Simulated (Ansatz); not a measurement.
C3H7, SMILES C[CH]C (connectivity only; charge and spin as stated), charge +1, multiplicity 1.

Coordinates come from a PBE-D3(BJ)/def2-TZVP optimisation. The spin state was assumed, not searched. The isomer is the one that the SMILES or the coordinates give; other isomers of the formula were not compared.

Two levels are set side by side: PBE/def2-SVPD (Ansatz, a quantum-chemistry and plane-wave program) and CAM-B3LYP/def2-SVPD (Ansatz). Energy differences of separate SCF runs at the same geometry; the states with an electron removed or added have multiplicity 2 and 2. Differences are taken from unrounded values.

| quantity | CAM-B3LYP |
|---|---|
| vertical ionisation energy (eV) | 19.43 |
| vertical electron affinity (eV) | 7.10 |
| vertical singlet–triplet gap (eV) | 5.15 |

Task: What does PBE give, and how far is it from CAM-B3LYP? (Estimate from the structure and the level; the computed values follow.)

Result: 
| quantity | PBE | PBE minus CAM-B3LYP |
|---|---|---|
| vertical ionisation energy (eV) | 18.72 | -0.70 |
| vertical electron affinity (eV) | 6.92 | -0.18 |
| vertical singlet–triplet gap (eV) | 4.72 | -0.43 |
